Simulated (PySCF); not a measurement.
Relaxation of singlet S(OH)2

Level of theory: PBE in PySCF with S def2-SVP, O def2-SVP, H def2-SVP; no relativity; density-fitted integrals. A (50,194) grid was used.

A hand-made bent (heavy-atom frame) start, of C2 symmetry, held to at least that symmetry:

```xyz
5
charge 0 multiplicity 1, angstrom
S     0.0000    0.0000   -0.5015
O     1.3598    0.0000    0.4506
O    -1.3598    0.0000    0.4506
H     1.8653   -0.7354    0.8046
H    -1.8653    0.7354    0.8046
```

(1) What forces act on the atoms at the start (eV/Å)?

(2) What does it relax to?

(3) How much energy is released, and in how many steps?

Answers

(1) 
| atom | Fx | Fy | Fz |
| --- | --- | --- | --- |
| S1 | 0.00 | 0.00 | -0.08 |
| O2 | 0.14 | 2.52 | 0.07 |
| O3 | -0.14 | -2.52 | 0.07 |
| H4 | -0.48 | -1.65 | -0.04 |
| H5 | 0.48 | 1.65 | -0.04 |

(2) It ends at C2 with O–H 0.981 Å (×2), S–O 1.682 Å (×2); H–O–S 106.7° (×2), O–S–O 104.5°. A frequency run shows a minimum. Other isomers or separated fragments may lie lower.

(3) 62.7 kJ/mol in 7 steps.
